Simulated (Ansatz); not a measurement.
## Worked example: correlation energy of CH4, singlet

Geometry: MP2(full)/6-31G*, from the G2/97 set.

```xyz
5

C     0.0000    0.0000    0.0000
H     0.6291    0.6291    0.6291
H    -0.6291   -0.6291    0.6291
H     0.6291   -0.6291   -0.6291
H    -0.6291    0.6291   -0.6291
```

Basis STO-3G; Ansatz 0.2.0. Only valence electrons are correlated (noble-gas cores frozen), which leaves 8 electrons in 8 orbitals. Prefix R: restricted or restricted open-shell reference.

Full CI is exact within this basis and frozen core; it isn't the basis-set limit.

Runs differ by some tens of microhartree through their thresholds, so steps under 0.03 kcal/mol mean nothing.

| level | total energy (hartree) |
| --- | --- |
| RHF | -39.726715 |
| RMP2 | -39.782783 |
| RCCSD | -39.805353 |
| RCCSD(T) | -39.805487 |
| RCCSDT | -39.805538 |
| RCCSDT(Q) | -39.805576 |
| RCCSDTQ | -39.805581 |
| full CI | -39.805581 |

What is the correlation energy at full CI, and what share of it do RMP2 and RCCSD recover?

E(corr) = -39.805581 − (-39.726715) = -0.078866 hartree = -2.146 eV. RMP2: -0.056068 / -0.078866 = 71.09 %. RCCSD: -0.078638 / -0.078866 = 99.71 %.

By how many kcal/mol does RCCSD(T) miss full CI (1 hartree = 627.509 kcal/mol), and which steps make up the rest?

-39.805487 − (-39.805581) = 0.000094 hartree = 0.06 kcal/mol. Steps: RCCSDT − RCCSD(T) = -0.03, RCCSDT(Q) − RCCSDT = -0.02, RCCSDTQ − RCCSDT(Q) = 0.00, full CI − RCCSDTQ = 0.00 kcal/mol. That is within 1 kcal/mol of the reference in this basis, which itself misses far more of the correlation at the basis-set limit.
